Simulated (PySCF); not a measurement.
# ClH3Si: the cost of one run

Program: PySCF 2.14.0. Level of theory: levels as typed in each script, gas phase, geometry from GFN2-xTB. These are calculated values, not measurements.

## (1) Starting geometry

SMILES `Cl[SiH3]`, 5 atoms, charge 0, spin multiplicity 1.

Bond lengths: Cl1–Si2 2.010 Å, Si2–H3 1.459 Å, Si2–H4 1.458 Å, Si2–H5 1.459 Å. Angles: Cl1–Si2–H3 108.1°, Cl1–Si2–H4 108.2°, Cl1–Si2–H5 108.1°, H3–Si2–H4 110.7°, H3–Si2–H5 110.8°, H4–Si2–H5 110.7°.

As a file:

```csv
atom,x (Å),y (Å),z (Å)
Cl1,-1.04521,0.00001,0.00004
Si2,0.96496,-0.00002,0.00005
H3,1.41926,-1.25841,-0.58116
H4,1.42063,0.12602,1.37895
H5,1.41921,1.13260,-0.79915
```

## (2) Density, bond paths and surface potential (wB97X/def2-tzvp)

input.py reads:

```python
import numpy as np
from pyscf import gto, scf, dft
from pyscf.scf import atom_ks, atom_hf
from scipy.linalg import block_diag

def solve(mol, dm0=None, hcore=None):
    mf = (dft.UKS if mol.spin else dft.RKS)(mol, xc='wb97x')
    mf.grids.level = 3
    mf = mf.density_fit(auxbasis='def2-universal-jkfit')
    mf.conv_tol, mf.max_cycle = 1e-8, 80
    if hcore is not None:
        mf.get_hcore = lambda *args: hcore
    mf.kernel(dm0)
    if not mf.converged:
        mf = mf.newton().run(mf.mo_coeff, mf.mo_occ, max_cycle=30)
    assert mf.converged, 'SCF not converged'
    return mf

mol = gto.M(atom='''
Cl    -1.04521     0.00001     0.00004
Si     0.96496    -0.00002     0.00005
H      1.41926    -1.25841    -0.58116
H      1.42063     0.12602     1.37895
H      1.41921     1.13260    -0.79915
''', basis='def2-tzvp', charge=0, spin=0, verbose=4)
mf = solve(mol)
mf.analyze()
# spherically averaged free atoms, for the promolecule
atm = atom_ks.get_atm_nrks(mol, xc='wb97x')
pro = block_diag(*[(atm[a[0]][2] * atm[a[0]][3]) @ atm[a[0]][2].T for a in mol._atom])
np.savez('result.npz', e=mf.e_tot, c=mf.mo_coeff, occ=mf.mo_occ, eps=mf.mo_energy, pro=pro, dip=mf.dip_moment(verbose=0), s2=mf.spin_square()[0])
```

Run with:

```sh
$ OMP_NUM_THREADS=1 python input.py
```

Q: Estimate wall time and peak memory on 1 thread of Intel Xeon 6975P-C (Granite Rapids), shared host.

About 4.1 s, with a peak of 0.39 GiB.
